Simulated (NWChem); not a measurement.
# Basis-set convergence for HLi

SMILES: [LiH]
```xyz
2

Li     0.0000     0.0000     0.3973
H      0.0000     0.0000    -1.1918
```
Charge 0, spin multiplicity 1.

All runs are NWChem calculations. Structure: optimised with B3LYP/def2-SVP, a minimum by its harmonic frequencies.

Quantity: LUMO energy at the level PBE.

The Pople sets run with spherical d functions. The structure started from a generated list of species.

| basis | functions | LUMO energy (eV) |
|---|---|---|
| STO-3G | 6 | (withheld) |
| 3-21G | 11 | (withheld) |
| pcseg-1 | 14 | -1.54 |
| def2-TZVP | 20 | -1.55 |
| 6-311G** | 24 | -1.58 |
| pcseg-2 | 29 | -1.59 |
| aug-cc-pVDZ | 32 | (withheld) |
| def2-TZVPP | 33 | -1.55 |
| def2-QZVP | 65 | -1.59 |
| cc-pVQZ | 85 | -1.59 |

Fill in the missing entries.


- STO-3G, LUMO energy (eV): -0.58
- 3-21G, LUMO energy (eV): -1.51
- aug-cc-pVDZ, LUMO energy (eV): -1.63
